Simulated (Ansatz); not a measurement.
**C₆H₁₂: up Jacob's ladder to CCSD(T)**

An exercise on one series of results from a longer session: the logs are not shown, and one member is left open.

The runs use Ansatz 0.2.0, Gaussian basis; functionals in def2-TZVPP, the program's frozen cores in correlated methods.

The runs, in order: LDA (SPW92), PBE-D4, revPBE-D4, BLYP-D4, r2SCAN-D4, B97M-V, PBE0-D4, B3LYP-D4, r2SCANh-D4, r2SCAN0-D4, HSE06-D4, BHLYP-D4, CAM-B3LYP-D4, LC-ωPBE, ωB97X-V, ωB97M-V, B2PLYP, PBE-QIDH; CCSD(T)/def2-SVP; CCSD(T)/def2-TZVPP; MP2/def2-QZVPP; extrapolation to the limit; RPA on PBE.

## Structure used throughout

All runs share one geometry, relaxed beforehand with PBE0-D4 in a triple-zeta def2 set.

18 atoms, charge 0, spin multiplicity 1.

Atoms are counted from 1 here; the program's logs count them from 0.

Bond lengths: C1–C2 1.502 Å, C1–H7 1.091 Å, C1–H8 1.095 Å, C1–H9 1.096 Å, C2–C3 1.502 Å, C2–C4 1.339 Å, C3–H10 1.096 Å, C3–H11 1.096 Å, C3–H12 1.091 Å, C4–C5 1.502 Å, C4–C6 1.502 Å, C5–H13 1.096 Å, C5–H14 1.096 Å, C5–H15 1.091 Å, C6–H16 1.091 Å, C6–H17 1.096 Å, C6–H18 1.095 Å. Angles: C2–C1–H7 111.6°, C2–C1–H8 111.8°, C2–C1–H9 111.8°, H7–C1–H8 107.5°, H7–C1–H9 107.5°, H8–C1–H9 106.3°, C1–C2–C3 118.2°, C1–C2–C4 120.9°, C3–C2–C4 120.9°, C2–C3–H10 111.8°, C2–C3–H11 111.8°, C2–C3–H12 111.6°, H10–C3–H11 106.3°, H10–C3–H12 107.5°, H11–C3–H12 107.5°, C2–C4–C5 120.9°, C2–C4–C6 120.9°, C5–C4–C6 118.2° and more.

The first run:

in.yaml reads:

```yaml
crystal:
  periodic: [false, false, false]
  atoms:
    - {symbol: C, position_ang: [0.488967, -1.566341, 1.021714]}
    - {symbol: C, position_ang: [0.480939, -0.465550, -0.000254]}
    - {symbol: C, position_ang: [1.583599, -0.434137, -1.019758]}
    - {symbol: C, position_ang: [-0.482544, 0.463891, -0.001453]}
    - {symbol: C, position_ang: [-0.489249, 1.565942, -1.022075]}
    - {symbol: C, position_ang: [-1.583764, 0.434081, 1.019646]}
    - {symbol: H, position_ang: [1.330569, -2.244419, 0.876026]}
    - {symbol: H, position_ang: [-0.427901, -2.164543, 0.981876]}
    - {symbol: H, position_ang: [0.555256, -1.172637, 2.042026]}
    - {symbol: H, position_ang: [2.150993, 0.501959, -0.975881]}
    - {symbol: H, position_ang: [1.194592, -0.510412, -2.041147]}
    - {symbol: H, position_ang: [2.288916, -1.253190, -0.874889]}
    - {symbol: H, position_ang: [0.418671, 2.176642, -0.966453]}
    - {symbol: H, position_ang: [-0.533516, 1.173090, -2.043770]}
    - {symbol: H, position_ang: [-1.342056, 2.232483, -0.888846]}
    - {symbol: H, position_ang: [-2.294048, 1.247819, 0.869191]}
    - {symbol: H, position_ang: [-1.193880, 0.521000, 2.039909]}
    - {symbol: H, position_ang: [-2.145567, -0.505667, 0.984146]}
basis:
  gaussian: {orbitals: def2-TZVPP}
hamiltonian: {xc: lda}
output: {orbitals: {seedname: orbitals}}
```

Run with:

```sh
$ ansatz run in.yaml --threads 2 --pin off --events-out ev --progress --plain --max-ram 22528MiB --backend cuda --devices 0, --max-vram 18GiB
```

Steps of the session up to this table: LDA; PBE-D4 (GGA); revPBE-D4 (GGA); BLYP-D4 (GGA); r2SCAN-D4 (meta-GGA); B97M-V (meta-GGA); B3LYP-D4 (hybrid); r2SCANh-D4 (hybrid); r2SCAN0-D4 (hybrid); HSE06-D4 (hybrid); BHLYP-D4 (hybrid); CAM-B3LYP-D4 (range-separated); LC-ωPBE (range-separated); ωB97X-V (range-separated); ωB97M-V (range-separated); B2PLYP (double hybrid); PBE-QIDH (double hybrid).

One table of the session follows, with a row left open; its other results are not shown here.

It belongs to the step «Orbital energies across the functionals». 

| functional | HOMO (eV) | LUMO (eV) | gap (eV) |
| --- | --- | --- | --- |
| LDA (SPW92) | -5.20 | -0.42 | 4.78 |
| PBE-D4 | ? | ? | ? |
| revPBE-D4 | -5.04 | -0.19 | 4.85 |
| BLYP-D4 | -4.96 | -0.14 | 4.82 |
| r2SCAN-D4 | -5.22 | -0.03 | 5.19 |
| B97M-V | -5.28 | 0.00 | 5.28 |
| PBE0-D4 | -6.16 | 0.73 | 6.89 |
| B3LYP-D4 | -5.97 | 0.50 | 6.47 |
| r2SCANh-D4 | -5.63 | 0.32 | 5.96 |
| r2SCAN0-D4 | -6.25 | 0.86 | 7.11 |
| HSE06-D4 | -5.76 | 0.35 | 6.11 |
| BHLYP-D4 | -7.11 | 1.68 | 8.78 |
| CAM-B3LYP-D4 | -7.46 | 1.85 | 9.31 |
| LC-ωPBE | -8.79 | 3.04 | 11.83 |
| ωB97X-V | -8.44 | 2.92 | 11.36 |
| ωB97M-V | -8.36 | 2.52 | 10.88 |

Estimate the missing values for PBE-D4.

As computed: HOMO (eV): -5.09; LUMO (eV): -0.26; gap (eV): 4.83. In the column «HOMO (eV)» it lies between LDA (SPW92) (-5.20) and revPBE-D4 (-5.04).
